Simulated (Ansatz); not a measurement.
## Abstraction of F: SiH3F + SF → SiH3 + SF2

Species: SiH3F `F[SiH3]`, singlet; SF (Monosulfur monofluoride), doublet; SiH3 (silyl radical) `[SiH3]`, doublet; SF2 (sulfur difluoride) `FSF`, singlet. A radical takes F: the energy is the difference in strength between the Si–F bond broken and the S–F bond made.

Shapes, held fixed at every level: PBE0-D4/def2-TZVP. Programs: Ansatz 0.2.0. The zero-point and thermal change to 298 K, harmonic and unscaled (PBE0-D4/def2-TZVP), is -7.2 kJ/mol.

Task: Estimate ΔH(298 K) of this reaction.

Result: The highest level, CCSD(T)/CBS estimate, gives ΔH(298 K) = +256.4 kJ/mol; the levels span +218.1 to +291.9. The column of differences is taken from that level and isn't an error. No measured value is set beside it here. Open shells run unrestricted. The CBS estimate extrapolates MP2 from def2-TZVPP and def2-QZVPP and adds CCSD(T) − MP2 in the triple-zeta set, cores frozen.

```csv
level,kind,ΔH(298 K) (kJ/mol),less CCSD(T)/CBS estimate
MP2/def2-TZVPP,perturbation theory,+260.4,+4.0
HF/def2-TZVPP,Hartree–Fock,+291.9,+35.5
PBE-D4/def2-TZVPP,GGA,+218.1,-38.3
r2SCAN-D4/def2-TZVPP,meta-GGA,+236.4,-20.0
r2SCAN0-D4/def2-TZVPP,global hybrid,+248.2,-8.2
CCSD/def2-SVP,coupled cluster or CI,+270.2,+13.8
CCSD(T)/CBS estimate,coupled cluster or CI,+256.4,0.0
```
